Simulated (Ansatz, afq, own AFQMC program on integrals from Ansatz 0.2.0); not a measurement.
# SiH₄ (triplet): AFQMC on the coupled-cluster ladder at scale of all distances = 1.137, 6-31G

How near does AFQMC come to the top of the ladder for SiH₄ (triplet)?

Computed with Ansatz 0.2.0, Gaussian basis, and an in-house AFQMC program (afq) on its integrals; all values are calculated. Level: 6-31G, frozen cores.

The runs, in order: Full CI; PBE (unrestricted); r2SCAN (unrestricted); PBE0 (unrestricted); B3LYP (unrestricted); wB97M-V (unrestricted); B2PLYP (unrestricted); CCSD(T) on ROHF; CCSDT(Q) on ROHF; CCSDTQ on ROHF; Phaseless AFQMC, CISD trial on ROHF; Phaseless AFQMC, single-determinant trial on ROHF; Free-projection AFQMC, CISD trial on ROHF; CCSD(T) on UHF; CCSDT(Q) on UHF; CCSDTQ on UHF; Phaseless AFQMC, CISD trial on UHF; Phaseless AFQMC, single-determinant trial on UHF; Free-projection AFQMC, CISD trial on UHF.

7 further runs of the same task are left out: 7 that didn't finish.

**1. What is computed**

The geometry derives from a PBE0/def2-TZVP stationary point (not a proven minimum). All distances are scaled together.

5 atoms, charge 0, spin multiplicity 3.

Atoms are counted from 1 here; the program's logs count them from 0.

No contacts short enough for the rule that draws bonds.

**2. Full CI**

File in.yaml:

```yaml
crystal:
  periodic: [false, false, false]
  atoms:
    - {symbol: Si, position_ang: [0.000000, 0.000000, 0.000000]}
    - {symbol: H, position_ang: [-0.013104, 1.233767, 1.225204]}
    - {symbol: H, position_ang: [-0.018757, -1.225268, 1.233630]}
    - {symbol: H, position_ang: [0.018757, 1.225268, -1.233630]}
    - {symbol: H, position_ang: [0.013104, -1.233767, -1.225204]}
basis:
  gaussian: {orbitals: 6-31G}
magnetization: {spin_polarized: false, initial_magnetization: 2}
correlation: {method: fci, electrons: outside_noble_gas}
```

The run is started by

```console
ansatz run in.yaml --threads 1 --pin off --events-out ev --progress --plain --max-ram 1382MiB
```

What it wrote:

```text
Functional definition: HF
  name "HF"
  cite "Fock, Z. Phys. 61, 126 (1930) doi:10.1007/BF01340294"
  parent pbe
  exchange = exact_x
  correlation = 0
455 factors; integrals over basis functions are off by at most 9.3e-8 eV
mean field evaluation 1: about -7917.0400 eV, gradient 6.5e0 eV
mean field evaluation 2: about -7917.0412 eV, gradient 6.5e0 eV
mean field evaluation 4: about -7917.3374 eV, gradient 3.6e-1 eV
mean field evaluation 8: about -7917.3387 eV, gradient 8.1e-7 eV
mean field -7917.33870592 eV, -290.9568308775 hartree, gradient 4.4e-7 eV, S^2 2.000000; 0 other end points of the search recorded, 0 dependent functions left out
mean field evaluation 16: about -7917.5626 eV, gradient 8.9e-1 eV
mean field evaluation 32: about -7917.5854 eV, gradient 2.2e-1 eV
5 core orbitals not correlated: weight in the atoms' cores, before any rotation towards them, 1.000 or more for the frozen orbitals, at most 0.000 for the correlated occupied ones
reference -7917.33870592 eV, -290.9568308775 hartree; 5, 3 occupied and 11, 13 virtual orbitals, 455 factors
state -7920.43594499 eV, -291.0706523140 hartree
Total energy: -7920.43594499 eV, -291.0706523140 hartree
```

Wall time 3.6 s (1 thread of Arm Neoverse V1, shared host).

From the report: 397,760 determinants, symmetry B3u.

**3. PBE (unrestricted)**

in.yaml, as its differences from that of step 2:

```diff
@@ -10,3 +10,4 @@
   gaussian: {orbitals: 6-31G}
-magnetization: {spin_polarized: false, initial_magnetization: 2}
-correlation: {method: fci, electrons: outside_noble_gas}
+magnetization: {spin_polarized: true, initial_magnetization: 2}
+hamiltonian: {xc: {name: PBE}}
+output: {orbitals: {seedname: orbitals}}
```

Launched as before.

What it wrote:

```text
Functional definition: PBE
  name "PBE"
  cite "Perdew, Burke & Ernzerhof, Phys. Rev. Lett. 77, 3865 (1996) doi:10.1103/PhysRevLett.77.3865"
  parent pbe
  parameter kappa = 0.804
  parameter beta = 0.06672455060314922
  exchange = pbe_x(kappa = kappa, mu = beta*pi^2/3)
  correlation = pbe_c(beta = beta)
268 factors; integrals over basis functions are off by at most 2.0e-4 eV
mean field evaluation 1: about -7931.6112 eV, gradient 3.1e0 eV
mean field evaluation 2: about -7931.6725 eV, gradient 2.3e0 eV
mean field evaluation 4: about -7931.7195 eV, gradient 5.4e-2 eV
mean field evaluation 8: about -7931.7146 eV, gradient 4.3e-4 eV
mean field -7931.71457182 eV, -291.4851342052 hartree, gradient 5.5e-5 eV, S^2 2.002993; 0 other end points of the search recorded, 0 dependent functions left out
reference -7931.71460433 eV, -291.4851354000 hartree; 10, 8 occupied and 11, 13 virtual orbitals, 268 factors
Total energy: -7931.71460433 eV, -291.4851354000 hartree
```

It took 0.54 s on 1 thread of Arm Neoverse V1, shared host.

From the report: ⟨S²⟩ of the determinant 2.003 (pure triplet: 2.00).

**4. r2SCAN (unrestricted)**

in.yaml, as its differences from that of step 3:

```diff
@@ -11,3 +11,2 @@
 magnetization: {spin_polarized: true, initial_magnetization: 2}
-hamiltonian: {xc: {name: PBE}}
-output: {orbitals: {seedname: orbitals}}
+hamiltonian: {xc: {name: r2SCAN}}
```

Launched as before.

What it wrote:

```text
Functional definition: r2SCAN
  name "r2SCAN"
  cite "Furness, Kaplan, Ning, Perdew & Sun, J. Phys. Chem. Lett. 11, 8208 (2020) doi:10.1021/acs.jpclett.0c02405"
  cite "Furness, Kaplan, Ning, Perdew & Sun, J. Phys. Chem. Lett. 11, 9248 (2020) doi:10.1021/acs.jpclett.0c03077"
  parent r2scan
  parameter k0 = 0.174
  parameter k1 = 0.065
  parameter a1 = 4.9479
  exchange = r2scan_x(k0 = k0, k1 = k1, a1 = a1)
  correlation = r2scan_c
268 factors; integrals over basis functions are off by at most 2.0e-4 eV
mean field evaluation 1: about -7935.0106 eV, gradient 2.6e0 eV
mean field evaluation 2: about -7935.0757 eV, gradient 1.6e0 eV
mean field evaluation 4: about -7935.1024 eV, gradient 1.0e-1 eV
mean field evaluation 8: about -7935.0988 eV, gradient 5.7e-4 eV
mean field -7935.09880048 eV, -291.6095023144 hartree, gradient 2.2e-6 eV, S^2 2.009099; 0 other end points of the search recorded, 0 dependent functions left out
reference -7935.09881123 eV, -291.6095027095 hartree; 10, 8 occupied and 11, 13 virtual orbitals, 268 factors
Total energy: -7935.09881123 eV, -291.6095027095 hartree
```

It took 1.4 s on 1 thread of Arm Neoverse V1, shared host.

From the report: ⟨S²⟩ of the determinant 2.009 (pure triplet: 2.00).

**5. PBE0 (unrestricted)**

in.yaml, as its differences from that of step 4:

```diff
@@ -11,2 +11,3 @@
 magnetization: {spin_polarized: true, initial_magnetization: 2}
-hamiltonian: {xc: {name: r2SCAN}}
+hamiltonian: {xc: {name: PBE0}}
+output: {orbitals: {seedname: orbitals}}
```

Same command.

What it wrote:

```text
Functional definition: PBE0
  name "PBE0"
  cite "Adamo & Barone, J. Chem. Phys. 110, 6158 (1999) doi:10.1063/1.478522"
  cite "Perdew, Burke & Ernzerhof, Phys. Rev. Lett. 77, 3865 (1996) doi:10.1103/PhysRevLett.77.3865"
  parent pbe
  parameter a = 0.25
  parameter kappa = 0.804
  parameter beta = 0.06672455060314922
  exchange = (1 - a)*pbe_x(kappa = kappa, mu = beta*pi^2/3) + a*exact_x
  correlation = pbe_c(beta = beta)
268 factors; integrals over basis functions are off by at most 2.0e-4 eV
mean field evaluation 1: about -7932.1005 eV, gradient 2.1e0 eV
mean field evaluation 2: about -7932.1531 eV, gradient 1.1e0 eV
mean field evaluation 4: about -7932.2147 eV, gradient 4.4e-1 eV
mean field evaluation 8: about -7932.2172 eV, gradient 1.3e-3 eV
mean field -7932.21722001 eV, -291.5036061856 hartree, gradient 2.4e-5 eV, S^2 2.008586; 0 other end points of the search recorded, 0 dependent functions left out
reference -7932.21724418 eV, -291.5036070736 hartree; 10, 8 occupied and 11, 13 virtual orbitals, 268 factors
Total energy: -7932.21724418 eV, -291.5036070736 hartree
```

It took 0.66 s on 1 thread of Arm Neoverse V1, shared host.

From the report: ⟨S²⟩ of the determinant 2.009 (pure triplet: 2.00).

**6. B3LYP (unrestricted)**

in.yaml, as its differences from that of step 5:

```diff
@@ -11,3 +11,2 @@
 magnetization: {spin_polarized: true, initial_magnetization: 2}
-hamiltonian: {xc: {name: PBE0}}
-output: {orbitals: {seedname: orbitals}}
+hamiltonian: {xc: {name: B3LYP}}
```

Same command.

What it wrote (excerpt; [...] marks lines left out):

```text
Functional definition: B3LYP
  name "B3LYP"
  cite "Stephens, Devlin, Chabalowski & Frisch, J. Phys. Chem. 98, 11623 (1994) doi:10.1021/j100096a001"
  cite "Becke, Phys. Rev. A 38, 3098 (1988) doi:10.1103/PhysRevA.38.3098"
  cite "Lee, Yang & Parr, Phys. Rev. B 37, 785 (1988) doi:10.1103/PhysRevB.37.785"
  cite "Vosko, Wilk & Nusair, Can. J. Phys. 58, 1200 (1980) doi:10.1139/p80-159"
[...]
268 factors; integrals over basis functions are off by at most 2.0e-4 eV
[...]
mean field -7936.42236928 eV, -291.6581425709 hartree, gradient 2.7e-5 eV, S^2 2.008535; 0 other end points of the search recorded, 0 dependent functions left out
reference -7936.42257629 eV, -291.6581501780 hartree; 10, 8 occupied and 11, 13 virtual orbitals, 268 factors
Total energy: -7936.42257629 eV, -291.6581501780 hartree
```

Wall time 0.69 s (1 thread of Arm Neoverse V1, shared host).

From the report: ⟨S²⟩ of the determinant 2.009 (pure triplet: 2.00).

**7. wB97M-V (unrestricted)**

in.yaml, as its differences from that of step 6:

```diff
@@ -11,2 +11,3 @@
 magnetization: {spin_polarized: true, initial_magnetization: 2}
-hamiltonian: {xc: {name: B3LYP}}
+hamiltonian: {xc: {name: wB97M-V}}
+output: {orbitals: {seedname: orbitals}}
```

Same command.

What it wrote (excerpt; [...] marks lines left out):

```text
Functional definition: wB97M-V
  name "wB97M-V"
  cite "Mardirossian & Head-Gordon, J. Chem. Phys. 144, 214110 (2016) doi:10.1063/1.4952647"
  cite "Becke, J. Chem. Phys. 107, 8554 (1997) doi:10.1063/1.475007"
  cite "Vydrov & Van Voorhis, J. Chem. Phys. 133, 244103 (2010) doi:10.1063/1.3521275"
  # Of w^i u^j: cxij and so on, Table III.
[...]
  gx(w, u) = 1 - cx + cx01*u + cx10*w
  gss(w, u) = css00 + css04*u^4 + css10*w + css20*w^2 + css43*w^4*u^3
  gos(w, u) = cos00 + cos10*w + (cos20 + cos21*u)*w^2 + (cos60 + cos61*u)*w^6
[...]
      + integral(e_c_pw_mod_opposite_spin*gos(b97_w_opposite, b97_u_opposite)) + vv10(b, c)
268 factors; integrals over basis functions are off by at most 2.0e-4 eV
116 factors; integrals over basis functions are off by at most 2.5e-6 eV
[...]
mean field -7934.24323307 eV, -291.5780607922 hartree, gradient 6.9e-5 eV, S^2 2.010432; 0 other end points of the search recorded, 0 dependent functions left out
reference -7934.24326815 eV, -291.5780620812 hartree; 10, 8 occupied and 11, 13 virtual orbitals, 268 factors
Total energy: -7934.24326815 eV, -291.5780620812 hartree
```

It took 3 s on 1 thread of Arm Neoverse V1, shared host.

From the report: ⟨S²⟩ of the determinant 2.010 (pure triplet: 2.00).

**8. B2PLYP (unrestricted)**

in.yaml, as its differences from that of step 7:

```diff
@@ -11,3 +11,3 @@
 magnetization: {spin_polarized: true, initial_magnetization: 2}
-hamiltonian: {xc: {name: wB97M-V}}
-output: {orbitals: {seedname: orbitals}}
+hamiltonian: {xc: {name: B2PLYP}}
+correlation: {electrons: outside_noble_gas}
```

Same command.

What it wrote (excerpt; [...] marks lines left out):

```text
Functional definition: B2PLYP
  name "B2PLYP"
  cite "Grimme, J. Chem. Phys. 124, 034108 (2006) doi:10.1063/1.2148954"
  cite "Becke, Phys. Rev. A 38, 3098 (1988) doi:10.1103/PhysRevA.38.3098"
  cite "Lee, Yang & Parr, Phys. Rev. B 37, 785 (1988) doi:10.1103/PhysRevB.37.785"
[...]
268 factors; integrals over basis functions are off by at most 2.0e-4 eV
[...]
mean field -7930.42705830 eV, -291.4378189562 hartree, gradient 5.0e-6 eV, S^2 2.022162; 0 other end points of the search recorded, 0 dependent functions left out
5 core orbitals not correlated: weight in the atoms' cores, before any rotation towards them, 1.000 or more for the frozen orbitals, at most 0.000 for the correlated occupied ones
reference -7930.42718950 eV, -291.4378237774 hartree; 5, 3 occupied and 11, 13 virtual orbitals, 268 factors
second order -2.35325451 eV of doubles, -0.00000000 eV of singles
Total energy: -7931.06256822 eV, -291.4611735146 hartree
```

Wall time 0.6 s (1 thread of Arm Neoverse V1, shared host).

From the report: ⟨S²⟩ of the determinant 2.022 (pure triplet: 2.00).

**9. CCSD(T) on ROHF**

in.yaml, as its differences from that of step 8:

```diff
@@ -10,4 +10,3 @@
   gaussian: {orbitals: 6-31G}
-magnetization: {spin_polarized: true, initial_magnetization: 2}
-hamiltonian: {xc: {name: B2PLYP}}
-correlation: {electrons: outside_noble_gas}
+magnetization: {spin_polarized: false, initial_magnetization: 2}
+correlation: {method: ccsd_t, electrons: outside_noble_gas, hamiltonian_folder: ham}
```

Same command.

What it wrote (excerpt; [...] marks lines left out):

```text
Functional definition: HF
  name "HF"
  cite "Fock, Z. Phys. 61, 126 (1930) doi:10.1007/BF01340294"
  parent pbe
[...]
268 factors; integrals over basis functions are off by at most 2.0e-4 eV
[...]
mean field -7917.33855403 eV, -290.9568252959 hartree, gradient 4.0e-7 eV, S^2 2.000000; 1 other end points of the search recorded, 0 dependent functions left out
determinant -7917.33855403 eV, -290.9568252959 hartree, with singles and doubles -7920.34701858 eV, -291.0673843288 hartree
determinant -7914.94329051 eV, -290.8688009850 hartree, with singles and doubles -7918.10802694 eV, -290.9851029035 hartree
5 core orbitals not correlated: weight in the atoms' cores, before any rotation towards them, 1.000 or more for the frozen orbitals, at most 0.000 for the correlated occupied ones
reference -7917.33855403 eV, -290.9568252959 hartree; 5, 3 occupied and 11, 13 virtual orbitals, 268 factors
second order -1.89483153 eV of doubles, -0.10779929 eV of singles
cycle   1  -3.00855746 eV  change   -9.3e-5 eV  update   4.2e-4
[...]
cycle   7  -3.00877640 eV  change   -2.2e-6 eV  update   6.8e-7
perturbative correction -0.06320911 eV, -0.0023228920 hartree
Total energy: -7920.41053954 eV, -291.0697186811 hartree
```

Run time: 0.54 s. Hardware: 1 thread of Arm Neoverse V1, shared host.

From the report: correlation -3.0720 eV; T1 0.021; largest double amplitude 0.10.

This run also writes the integrals to the folder ham.

**10. CCSDT(Q) on ROHF**

in.yaml, as its differences from that of step 9:

```diff
@@ -11,2 +11,2 @@
 magnetization: {spin_polarized: false, initial_magnetization: 2}
-correlation: {method: ccsd_t, electrons: outside_noble_gas, hamiltonian_folder: ham}
+correlation: {method: ccsdt_q, electrons: outside_noble_gas}
```

Same command.

What it wrote (excerpt; [...] marks lines left out):

```text
Functional definition: HF
  name "HF"
  cite "Fock, Z. Phys. 61, 126 (1930) doi:10.1007/BF01340294"
  parent pbe
[...]
455 factors; integrals over basis functions are off by at most 9.3e-8 eV
[...]
mean field -7917.33870592 eV, -290.9568308775 hartree, gradient 4.4e-7 eV, S^2 2.000000; 1 other end points of the search recorded, 0 dependent functions left out
determinant -7917.33870592 eV, -290.9568308775 hartree, with singles and doubles -7920.34713783 eV, -291.0673887112 hartree
determinant -7914.94346960 eV, -290.8688075666 hartree, with singles and doubles -7918.10820230 eV, -290.9851093479 hartree
5 core orbitals not correlated: weight in the atoms' cores, before any rotation towards them, 1.000 or more for the frozen orbitals, at most 0.000 for the correlated occupied ones
reference -7917.33870592 eV, -290.9568308775 hartree; 5, 3 occupied and 11, 13 virtual orbitals, 455 factors
second order -1.89485261 eV of doubles, -0.10780326 eV of singles
cycle   1  -2.59346939 eV  change   -5.9e-1 eV  update   8.6e-2
[...]
cycle  13  -3.09842287 eV  change    5.9e-7 eV  update   3.7e-7
perturbative correction -0.00001037 eV, -0.0000003811 hartree
Total energy: -7920.43713916 eV, -291.0706961990 hartree
```

Run time: 3 s. Hardware: 1 thread of Arm Neoverse V1, shared host.

From the report: correlation -3.0984 eV; T1 0.021; largest double amplitude 0.11.

**11. CCSDTQ on ROHF**

in.yaml, as its differences from that of step 10:

```diff
@@ -11,2 +11,2 @@
 magnetization: {spin_polarized: false, initial_magnetization: 2}
-correlation: {method: ccsdt_q, electrons: outside_noble_gas}
+correlation: {method: ccsdtq, electrons: outside_noble_gas}
```

The command is unchanged.

What it wrote (excerpt; [...] marks lines left out):

```text
Functional definition: HF
  name "HF"
  cite "Fock, Z. Phys. 61, 126 (1930) doi:10.1007/BF01340294"
  parent pbe
[...]
455 factors; integrals over basis functions are off by at most 9.3e-8 eV
[...]
mean field -7917.33870592 eV, -290.9568308775 hartree, gradient 4.4e-7 eV, S^2 2.000000; 1 other end points of the search recorded, 0 dependent functions left out
determinant -7917.33870592 eV, -290.9568308775 hartree, with singles and doubles -7920.34713783 eV, -291.0673887112 hartree
determinant -7914.94346960 eV, -290.8688075666 hartree, with singles and doubles -7918.10820230 eV, -290.9851093479 hartree
5 core orbitals not correlated: weight in the atoms' cores, before any rotation towards them, 1.000 or more for the frozen orbitals, at most 0.000 for the correlated occupied ones
reference -7917.33870592 eV, -290.9568308775 hartree; 5, 3 occupied and 11, 13 virtual orbitals, 455 factors
second order -1.89485261 eV of doubles, -0.10780326 eV of singles
cycle   1  -2.59346939 eV  change   -5.9e-1 eV  update   8.6e-2
[...]
cycle  13  -3.09729696 eV  change    6.8e-7 eV  update   3.5e-7
Total energy: -7920.43600288 eV, -291.0706544414 hartree
```

Wall time 18 s (1 thread of Arm Neoverse V1, shared host).

From the report: correlation -3.0973 eV; T1 0.021; largest double amplitude 0.11.

**12. Phaseless AFQMC, CISD trial on ROHF**

It reads the integrals that the CCSD(T) run on this determinant wrote.

The run is started by

```console
afq ham --method phaseless --trial cisd --walkers 200 --populations 1 --least-time 40 --time-step 0.005 --steps-per-block 50 --equilibration-blocks 28 --max-blocks 300 --target-error 0.00034 --factor-cut 1e-05 --start spin_pure --seed 2804 --release-times 0.24,0.5,1,1.5 --release-step 0.02 --release-every 4 --taylor-order 6
```

What it wrote:

```text
orbitals 16  electrons 5 3  factors 105 of 268
reference energy -290.95682530 Eh
CCSD correlation -0.11057045 Eh in 10 cycles, weight of the determinant in the CISD state 0.8805
energy of the start -291.067396 Eh
 block  time / (1/Eh)  mean weight  energy / Eh
     1     0.250  1.0002  -291.066471
     2     0.500  0.9999  -291.066293
     3     0.750  0.9999  -291.066512
     4     1.000  1.0001  -291.067272
     5     1.250  0.9999  -291.067251
     6     1.500  0.9997  -291.067627
     7     1.750  1.0001  -291.068307
     8     2.000  1.0001  -291.068415
     9     2.250  1.0001  -291.068609
    10     2.500  1.0002  -291.068820
    13     3.250  1.0003  -291.070201
    17     4.250  1.0004  -291.071352
    21     5.250  0.9995  -291.070003
    25     6.250  0.9997  -291.070933
    29     7.250  0.9994  -291.069514
    33     8.250  0.9999  -291.069768
    37     9.250  1.0000  -291.068960
    41    10.250  0.9999  -291.069545
    45    11.250  0.9998  -291.069282
    49    12.250  1.0003  -291.068780
    53    13.250  0.9998  -291.069914
    57    14.250  1.0002  -291.068949
    61    15.250  0.9998  -291.068421
    65    16.250  0.9988  -291.071641
    69    17.250  1.0001  -291.070736
    73    18.250  0.9994  -291.069220
    77    19.250  0.9997  -291.070191
    81    20.250  1.0006  -291.070429
    85    21.250  1.0000  -291.069465
    89    22.250  0.9998  -291.070099
    93    23.250  0.9993  -291.070148
    97    24.250  1.0001  -291.070177
   101    25.250  1.0002  -291.071546
   105    26.250  1.0000  -291.070675
   109    27.250  0.9979  -291.070496
   113    28.250  0.9991  -291.071143
   117    29.250  0.9996  -291.070541
   121    30.250  0.9991  -291.069357
   125    31.250  1.0006  -291.069285
   129    32.250  1.0006  -291.069641
   133    33.250  1.0002  -291.069885
   137    34.250  1.0000  -291.069266
   141    35.250  0.9999  -291.068630
   145    36.250  0.9995  -291.069464
   149    37.250  0.9998  -291.067940
   153    38.250  1.0009  -291.069580
   157    39.250  1.0008  -291.070326
   161    40.250  1.0004  -291.071069
   165    41.250  0.9987  -291.071793
   169    42.250  1.0002  -291.069884
   173    43.250  0.9998  -291.068573
   177    44.250  1.0000  -291.068764
   181    45.250  0.9999  -291.070771
   185    46.250  0.9999  -291.070466
blocks merged  error / Eh  count
     1  0.000078  160
     2  0.000098  80
     4  0.000122  40
     8  0.000136  20
    16  0.000182  10
released: time / (1/Eh)  energy / Eh  error  mean overlap
  0.24  -291.070151  0.000141  1.0046
  0.50  -291.070143  0.000116  1.0075
  1.00  -291.070409  0.000109  0.9991
  1.50  -291.070454  0.000102  1.0010
energy -291.069860 +/- 0.000136 Eh
```

It took 1.9 min on 1 thread of Arm Neoverse V1, shared host.

Energy -7920.4144 ± 0.0037 eV. Caveats: constraint bias not in the error. The error still grows with block length (0.0033 to 0.0050 eV), so the bar may be too small.

[end of part 1 of 2]
